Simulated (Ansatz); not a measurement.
## How methods differ on CH5P (SMILES C=[PH3])

CH5P has 7 atoms, charge 0, and is taken as a singlet. As SMILES, `C=[PH3]`. The coordinates come from a GFN2-xTB relaxation.

Each level gives the electronic atomisation energy (eV). The values are calculated. Electronic energies at fixed atoms, without zero-point motion or spin-orbit coupling.

```csv
level,kind,program,value (eV),less FCI/STO-3G,CPU time (all runs)
HF/STO-3G,Hartree–Fock,Ansatz,17.44,-3.08,0.14 s
BLYP/STO-3G,GGA,Ansatz,25.24,+4.72,1.6 s
PBE/STO-3G,GGA,Ansatz,25.61,+5.09,1.6 s
B3LYP/STO-3G,global hybrid,Ansatz,25.01,+4.49,1.5 s
CAM-B3LYP/STO-3G,range-separated hybrid,Ansatz,25.06,+4.54,1.7 s
wB97X/STO-3G,range-separated hybrid,Ansatz,24.56,+4.04,6.9 s
CCSD/STO-3G,coupled cluster or CI,Ansatz,20.44,-0.08,0.23 s
CCSDT/STO-3G,coupled cluster or CI,Ansatz,20.52,0.00,0.53 s
FCI/STO-3G,exact in the basis,Ansatz,20.52,0.00,10 s
```

FCI/STO-3G is exact within its basis and frozen core, so for wave-function methods in that basis the difference is their error; functionals converge differently with the basis, so for them it is only a difference. The values span 17.44 to 25.61 eV. All rows use very small basis sets, so none should be taken for the real molecule's value. Times are those of the runs behind each value, whatever else they computed, on shared processors of several kinds: orders of magnitude only.
